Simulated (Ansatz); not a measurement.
**H2O with CH3F: structure and interaction energy**

The task here is to estimate one member of a computed series from the others.

Computed with Ansatz 0.2.0, Gaussian basis. Level: PBE0-D4 structure, single points in def2-TZVPPD.

Levels: PBE-D4, revPBE-D4, BLYP-D4, r2SCAN-D4, B97M-V, PBE0-D4, B3LYP-D4, HSE06-D4, wB97X-V, wB97M-V, B2PLYP, Hartree-Fock, MP2, CCSD, CCSD(T). The reference is CCSD(T) extrapolated to the basis limit.

Cores are frozen in the correlated methods. B3LYP uses VWN-RPA correlation. B2PLYP carries no dispersion term here.

176 further runs of the same task are left out: 176 set aside as unsound or not needed.

### Starting geometry

The pair, from a GFN2-xTB docking trial: 8 atoms, charge 0, spin multiplicity 1.

Atoms are counted from 1 here; the program's logs count them from 0.

Bond lengths: O1–H2 0.959 Å, O1–H3 0.958 Å, C4–F5 1.366 Å, C4–H6 1.090 Å, C4–H7 1.090 Å, C4–H8 1.090 Å. Angles: H2–O1–H3 106.5°, F5–C4–H6 107.9°, F5–C4–H7 108.0°, F5–C4–H8 108.0°, H6–C4–H7 110.9°, H6–C4–H8 110.9°, H7–C4–H8 110.9°.

Geometry (Å):

```
atom    x (Å)    y (Å)    z (Å)
  O1   0.2526   0.3325  -2.7420
  H2   0.1567   0.1892  -1.7982
  H3  -0.2351  -0.3696  -3.1750
  C4  -0.0197  -0.0121   1.6104
  F5  -0.3056  -0.3585   0.3204
  H6  -0.2048  -0.8825   2.2400
  H7  -0.6719   0.8160   1.8888
  H8   1.0278   0.2851   1.6556
```

Atoms 1 to 3 are fragment A (H2O), the rest fragment B (CH3F).

Set-up of the first run:

pre/in.yaml

```yaml
crystal:
  periodic: [false, false, false]
  atoms:
    - {symbol: O, position_ang: [0.252600, 0.332500, -2.742000]}
    - {symbol: H, position_ang: [0.156700, 0.189200, -1.798200]}
    - {symbol: H, position_ang: [-0.235100, -0.369600, -3.175000]}
    - {symbol: C, position_ang: [-0.019700, -0.012100, 1.610400]}
    - {symbol: F, position_ang: [-0.305600, -0.358500, 0.320400]}
    - {symbol: H, position_ang: [-0.204800, -0.882500, 2.240000]}
    - {symbol: H, position_ang: [-0.671900, 0.816000, 1.888800]}
    - {symbol: H, position_ang: [1.027800, 0.285100, 1.655600]}
basis:
  gaussian: {orbitals: def2-SVP}
hamiltonian: {xc: pbe, dispersion: d4}
relax: {f_tol: 0.03, max_steps: 250}
```

Run with:

```sh
$ ansatz run in.yaml --threads 2 --pin off --events-out ev --progress --plain --max-ram 5222MiB
```

Among the steps run: A first relaxation in a small basis; Relaxation at PBE0-D4; PBE-D4/def2-TZVPPD; r2SCAN-D4/def2-TZVPPD; PBE0-D4/def2-TZVPPD; B3LYP-D4/def2-TZVPPD; wB97X-V/def2-TZVPPD; wB97M-V/def2-TZVPPD; B2PLYP/def2-TZVPPD; BLYP-D4/def2-TZVPPD; revPBE-D4/def2-TZVPPD; B97M-V/def2-TZVPPD; HSE06-D4/def2-TZVPPD; CCSD(T)/def2-TZVPPD; MP2/def2-QZVPPD; Vibrations of the pair.

One of the session's tables, all rows but one given; the rest of the session is left out.

```
      method  interaction (kcal/mol)
      PBE-D4                       ?
   revPBE-D4                   -2.89
     BLYP-D4                   -3.30
   r2SCAN-D4                   -3.91
      B97M-V                   -3.76
     PBE0-D4                   -3.69
    B3LYP-D4                   -3.64
    HSE06-D4                   -3.68
     wB97X-V                   -3.75
     wB97M-V                   -3.72
      B2PLYP                   -3.21
Hartree-Fock                   -2.27
         MP2                   -3.40
        CCSD                   -3.27
     CCSD(T)                   -3.47
 CCSD(T)/CBS                   -3.84
```

**Question.** Estimate the row for PBE-D4.

**Answer.** interaction (kcal/mol): -3.66. In the column «interaction (kcal/mol)» it lies between HSE06-D4 (-3.68) and B3LYP-D4 (-3.64).
